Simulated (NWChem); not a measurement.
Everything below was run with NWChem. System: H2Si, charge 0, spin multiplicity 3, at a geometry optimised with UB3LYP/def2-SVP. The structure started from a generated list of species. Its SCF solution wasn't tested for a lower state. Level: UPBE/def2-TZVP.

NWChem printed:

```
             Northwest Computational Chemistry Package (NWChem) 7.3.0
             --------------------------------------------------------

                                NWChem Input Module
                                -------------------

 Scaling coordinates for geometry "geometry" by  1.889725989
 (inverse scale =  0.529177249)

 Turning off AUTOSYM since
 SYMMETRY directive was detected!

                             Geometry "geometry" -> ""
                             -------------------------

 Output coordinates in angstroms (scale by  1.889725989 to convert to a.u.)

  No.       Tag          Charge          X              Y              Z
 ---- ---------------- ---------- -------------- -------------- --------------
    1 Si                  14.0000     0.00000000     0.00000000    -0.09509100
    2 H                    1.0000     1.28667900     0.00000000     0.66563900
    3 H                    1.0000    -1.28667900     0.00000000     0.66563900

 Effective nuclear repulsion energy (a.u.)      10.1183610426

            Nuclear Dipole moment (a.u.)
            ----------------------------
        X                 Y               Z
 ---------------- ---------------- ----------------
     0.0000000000     0.0000000000     0.0000075589

      Symmetry information
      --------------------

 Group name             C2v
 Group number             16
 Group order               4
 No. of unique centers     2

      Symmetry unique atoms

     1    2


 Summary of "ao basis" -> "" (spherical)
 ------------------------------------------------------------------------------
       Tag                 Description            Shells   Functions and Types
 ---------------- ------------------------------  ------  ---------------------
 *                         def2-tzvp                  on all atoms

  pbe96 is a nonlocal functional; adding pw91lda local functional.

                                 NWChem DFT Module
                                 -----------------

 Summary of "ao basis" -> "ao basis" (spherical)
 ------------------------------------------------------------------------------
       Tag                 Description            Shells   Functions and Types
 ---------------- ------------------------------  ------  ---------------------
 Si                        def2-tzvp                13       37   5s5p2d1f
 H                         def2-tzvp                 4        6   3s1p

 Summary of "ao basis" -> "ao basis" (spherical)
 ------------------------------------------------------------------------------
       Tag                 Description            Shells   Functions and Types
 ---------------- ------------------------------  ------  ---------------------
 Si                        def2-tzvp                13       37   5s5p2d1f
 H                         def2-tzvp                 4        6   3s1p

      Symmetry analysis of basis
      --------------------------

        a1         21
        a2          4
        b1         14
        b2         10

            General Information
            -------------------
          SCF calculation type: DFT
          Wavefunction type:  spin polarized.
          No. of atoms     :     3
          No. of electrons :    16
           Alpha electrons :     9
            Beta electrons :     7
          Charge           :     0
          Spin multiplicity:     3
          Use of symmetry is: on ; symmetry adaption is: on
          Maximum number of iterations: 100
          AO basis - number of functions:    49
                     number of shells:    21
          Convergence on energy requested:  1.00D-06
          Convergence on density requested:  1.00D-05
          Convergence on gradient requested:  5.00D-04

              XC Information
              --------------
          PerdewBurkeErnzerhof Exchange Functional  1.000
            Perdew 1991 LDA Correlation Functional  1.000 local
           PerdewBurkeErnz. Correlation Functional  1.000 non-local

             Grid Information
             ----------------
          Grid used for XC integration:  medium
          Radial quadrature: Mura-Knowles
          Angular quadrature: Lebedev.
          Tag              B.-S. Rad. Rad. Pts. Rad. Cut. Ang. Pts.
[...]
     3     -0.178131  1 Si s                 30     -0.163431  1 Si d  2
    39     -0.132296  2 H  s                 45     -0.132296  3 H  s

 Vector   11  Occ=0.000000D+00  E= 7.113024D-03  Symmetry=b1
              MO Center=  2.3D-15,  1.5D-15, -4.8D-01, r^2= 3.9D+00
   Bfn.  Coefficient  Atom+Function         Bfn.  Coefficient  Atom+Function
  ----- ------------  ---------------      ----- ------------  ---------------
    18      1.384263  1 Si px                40     -1.069627  2 H  s
    46      1.069627  3 H  s                 15      0.312574  1 Si px
    29      0.185535  1 Si d  1              24      0.155839  1 Si d  1
    12      0.090959  1 Si px                 6     -0.088926  1 Si px
    39     -0.089291  2 H  s                 45      0.089291  3 H  s

 Vector   12  Occ=0.000000D+00  E= 1.159473D-01  Symmetry=a1
              MO Center= -4.1D-15, -7.1D-15,  8.1D-01, r^2= 4.2D+00
   Bfn.  Coefficient  Atom+Function         Bfn.  Coefficient  Atom+Function
  ----- ------------  ---------------      ----- ------------  ---------------
     4      1.004713  1 Si s                 40     -0.858583  2 H  s
    46     -0.858583  3 H  s                 39      0.361951  2 H  s
    45      0.361951  3 H  s                 30      0.349489  1 Si d  2
    17      0.280283  1 Si pz                 3     -0.243968  1 Si s
     5     -0.194620  1 Si s                 28     -0.136793  1 Si d  0

                     DFT Final Beta Molecular Orbital Analysis
                     -----------------------------------------

 Vector    5  Occ=1.000000D+00  E=-3.474424D+00  Symmetry=b2
              MO Center=  1.2D-17, -1.3D-17, -9.5D-02, r^2= 1.0D-01
   Bfn.  Coefficient  Atom+Function         Bfn.  Coefficient  Atom+Function
  ----- ------------  ---------------      ----- ------------  ---------------
     7      0.715042  1 Si py                10      0.342566  1 Si py
    13      0.080675  1 Si py

 Vector    6  Occ=1.000000D+00  E=-4.438227D-01  Symmetry=a1
              MO Center=  1.1D-14,  4.3D-16,  3.2D-01, r^2= 1.7D+00
   Bfn.  Coefficient  Atom+Function         Bfn.  Coefficient  Atom+Function
  ----- ------------  ---------------      ----- ------------  ---------------
     4      0.565492  1 Si s                  3     -0.336339  1 Si s
     5      0.255092  1 Si s                 39      0.142339  2 H  s
    45      0.142339  3 H  s                 38      0.104842  2 H  s
    44      0.104842  3 H  s                 17      0.091997  1 Si pz
     2      0.081634  1 Si s                  1      0.060927  1 Si s

 Vector    7  Occ=1.000000D+00  E=-3.221354D-01  Symmetry=b1
              MO Center= -1.0D-14,  2.4D-16,  4.4D-01, r^2= 2.2D+00
   Bfn.  Coefficient  Atom+Function         Bfn.  Coefficient  Atom+Function
  ----- ------------  ---------------      ----- ------------  ---------------
    15      0.293531  1 Si px                39      0.231963  2 H  s
    45     -0.231963  3 H  s                 38      0.146248  2 H  s
    44     -0.146248  3 H  s                 40      0.143624  2 H  s
    46     -0.143624  3 H  s                  6     -0.131486  1 Si px
    12      0.128998  1 Si px                18      0.084512  1 Si px

 Vector    8  Occ=0.000000D+00  E=-1.543324D-01  Symmetry=a1
              MO Center= -1.3D-15, -5.5D-19, -3.8D-01, r^2= 2.4D+00
   Bfn.  Coefficient  Atom+Function         Bfn.  Coefficient  Atom+Function
  ----- ------------  ---------------      ----- ------------  ---------------
     5      0.497461  1 Si s                  4      0.344608  1 Si s
    17     -0.333787  1 Si pz                20     -0.274732  1 Si pz
     3     -0.199968  1 Si s                 40     -0.184383  2 H  s
    46     -0.184383  3 H  s                 39     -0.163988  2 H  s
    45     -0.163988  3 H  s                 14     -0.152031  1 Si pz

 Vector    9  Occ=0.000000D+00  E=-9.560516D-02  Symmetry=b2
              MO Center= -1.4D-15, -1.1D-15, -7.9D-03, r^2= 2.8D+00
   Bfn.  Coefficient  Atom+Function         Bfn.  Coefficient  Atom+Function
  ----- ------------  ---------------      ----- ------------  ---------------
    19      0.525978  1 Si py                16      0.445536  1 Si py
    13      0.174258  1 Si py                 7     -0.167721  1 Si py
    10     -0.075383  1 Si py                27      0.052081  1 Si d -1
    31      0.028633  1 Si f -3

 Vector   10  Occ=0.000000D+00  E= 1.737032D-02  Symmetry=a1
              MO Center=  1.6D-14, -5.0D-16,  3.9D-01, r^2= 4.0D+00
   Bfn.  Coefficient  Atom+Function         Bfn.  Coefficient  Atom+Function
  ----- ------------  ---------------      ----- ------------  ---------------
     5      1.417987  1 Si s                 40     -1.107349  2 H  s
    46     -1.107349  3 H  s                 20      0.849605  1 Si pz
     4      0.338412  1 Si s                 17      0.272757  1 Si pz
     3     -0.195016  1 Si s                 28      0.115863  1 Si d  0
    39     -0.100727  2 H  s                 45     -0.100727  3 H  s

   alpha - beta orbital overlaps
   -----------------------------

   alpha      1      2      3      4      5      6      7      8      9     10
    beta      1      2      3      5      4      6      7      8      9     10
 overlap   1.000  1.000  1.000  1.000  1.000  0.993  1.000  0.990  0.995  0.990

   alpha     11     12     13     14     15     16     17     18     19     20
    beta     11     12     13     14     17     18     15     16     19     20
 overlap   0.997  0.989  0.997  1.000  0.971  0.988  0.979  0.990  0.995  0.994

   alpha     21     22     23     24     25     26     27     28     29     30
    beta     21     22     23     26     24     25     27     28     31     32
 overlap   0.995  0.998  0.997  0.987  0.759  0.897  0.957  0.758  0.951  0.948

   alpha     31     32     33     34     35     36     37     38     39     40
    beta     29     30     33     34     35     36     37     38     39     40
 overlap   0.893  0.997  0.997  0.997  0.998  0.999  0.998  1.000  1.000  1.000

   alpha     41     42     43     44     45     46     47     48     49
    beta     41     42     43     44     45     46     47     48     49
 overlap   1.000  1.000  1.000  1.000  1.000  1.000  1.000  1.000  1.000

     --------------------------
     Expectation value of S2:
     --------------------------
      <S2> =      2.0030 (Exact =     2.0000)

 center of mass
 --------------
 x =   0.00000000 y =   0.00000000 z =  -0.08308402

 moments of inertia (a.u.)
 ------------------
           3.885618081226           0.000000000000           0.000000000000
           0.000000000000          15.802241633604           0.000000000000
           0.000000000000           0.000000000000          11.916623552378

     Multipole analysis of the density
     ---------------------------------

     L   x y z        total         alpha         beta         nuclear
     -   - - -        -----         -----         ----         -------
     0   0 0 0     -0.000000     -9.000000     -7.000000     16.000000

     1   1 0 0      0.000000      0.000000      0.000000      0.000000
     1   0 1 0     -0.000000     -0.000000      0.000000      0.000000
     1   0 0 1     -0.008788      0.533345     -0.542140      0.000008

     2   2 0 0    -10.988402    -13.302528     -9.509975     11.824100
     2   1 1 0      0.000000      0.000000      0.000000      0.000000
     2   1 0 1      0.000000      0.000000     -0.000000      0.000000
     2   0 2 0    -12.353316     -9.683191     -2.670125      0.000000
     2   0 1 1      0.000000      0.000000     -0.000000      0.000000
     2   0 0 2    -11.117182    -10.488371     -4.245380      3.616569

 Task  times  cpu:        0.5s     wall:        0.5s

 Total times  cpu:        0.5s     wall:        0.5s
```

Task: Write an NWChem input that would produce this output.

Result: Several could match; the one computed here: 
```
start mol
memory heap 200 mb stack 900 mb global 1100 mb
geometry units angstroms nocenter noautoz
  Si     0.000000     0.000000    -0.095091
  H      1.286679     0.000000     0.665639
  H     -1.286679     0.000000     0.665639
  symmetry group C2v
end
basis spherical
  * library def2-tzvp
end
dft
  xc xpbe96 cpbe96
  odft
  mult 3
  semidirect memsize 60000000 filesize 0
  iterations 100
end
task dft energy
```
